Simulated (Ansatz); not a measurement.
hcp Lu was calculated with r²SCAN+rVV10 (Ansatz, an electronic-structure program, plane waves, PAW).

Settings: plane-wave cutoff 560 eV, 18×18×10 k mesh (along the axes of the cell as run), Fermi–Dirac smearing 0.05 eV, scalar-relativistic PAW data made under PBE.

Shape and atoms are relaxed at each volume.

Pressure at four volumes; x = ln(V/28.474 Å³). One pressure is withheld.

```
V (Å³/atom)        x  P (GPa)
-----------  -------  -------
27.335       -0.0408     2.10
28.474        0.0000     0.01
29.044        0.0198    -0.91
29.613        0.0392        ?
```

Question: Pass a parabola P(x) through the three rows shown, estimate the bulk modulus and its pressure derivative near zero pressure, and predict the withheld pressure.

Answer: Slopes between the rows: (0.01 − (2.10))/(0.0000 − (-0.0408)) = -51.23 and (-0.91 − (0.01))/(0.0198 − (0.0000)) = -46.46 GPa. Their difference over the span 0.0606 is c = 4.77/0.0606 = 78.7 GPa, so P(x) = 2.10 + (-51.23)(x − (-0.0408)) + 78.7 (x − (-0.0408))(x − (0.0000)). At the middle row B = −dP/dx = −[-51.23 + 78.7 × 0.0408] = 48.0 GPa, and B′ = dB/dP = 2c/B = 3.3. At x = 0.0392 the parabola gives -1.75 GPa; the run gives -1.75 GPa. The Birch–Murnaghan fit to the energies at all volumes has B0 = 47.8 GPa and B′ = 3.5.

Measured, for comparison: bulk modulus 47.6 GPa (room temperature, not corrected to a static lattice; as tabulated in Wikipedia's data pages). Computed (rounded) less measured: bulk modulus +0.4 %.

Note: the bulk modulus comes from volumes at which shape and atoms were relaxed.

Spin–orbit coupling is not included.
